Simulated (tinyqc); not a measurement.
Extended Hueckel theory, for CO+, step by step. The parameters take no account of the charge, which enters only through the electron count. One step of it, computed by the program tinyqc.

Task: Mulliken analysis. P = C n C^T; charge = valence electrons (C 4, O 6) minus the sum of (P S)_ii on the atom; overlap population = 2 sum P_ij S_ij between two atoms.

coefficients:
```
             MO1        MO2        MO3       MO4        MO5        MO6        MO7        MO8
1C 2s   0.196720   0.834323   0.000000  0.000000   0.369077   0.000000   0.000000   0.675477
1C 2px  0.000000   0.000000  -0.128066  0.172988   0.000000  -0.639495   0.759493   0.000000
1C 2py  0.000000   0.000000   0.172988  0.128066   0.000000   0.759493   0.639495   0.000000
1C 2pz  0.002573  -0.226423   0.000000  0.000000  -0.448951   0.000000   0.000000   1.101607
2O 2s   0.918711  -0.342748   0.000000  0.000000   0.017798   0.000000   0.000000  -0.727368
2O 2px  0.000000   0.000000  -0.558914  0.754963   0.000000   0.249252  -0.296023   0.000000
2O 2py  0.000000   0.000000   0.754963  0.558914   0.000000  -0.296023  -0.249252   0.000000
2O 2pz  0.017842  -0.367875   0.000000  0.000000   0.783194   0.000000   0.000000   0.744123
```

occupations: 2.000000  2.000000  2.000000  2.000000  1.000000  0.000000  0.000000  0.000000

overlap S, lower triangle:
```
            1C 2s    1C 2px    1C 2py     1C 2pz     2O 2s    2O 2px    2O 2py    2O 2pz
1C 2s    1.000000
1C 2px   0.000000  1.000000
1C 2py   0.000000  0.000000  1.000000
1C 2pz   0.000000  0.000000  0.000000   1.000000
2O 2s    0.323661  0.000000  0.000000   0.411264  1.000000
2O 2px   0.000000  0.176382  0.000000   0.000000  0.000000  1.000000
2O 2py   0.000000  0.000000  0.176382   0.000000  0.000000  0.000000  1.000000
2O 2pz  -0.279195  0.000000  0.000000  -0.301812  0.000000  0.000000  0.000000  1.000000
```

Give: charges; Overlap populations.

Result:

charges: 1C 1.6211, 2O -0.6211

Overlap populations:
```
pair     value
2-1   0.567350
```
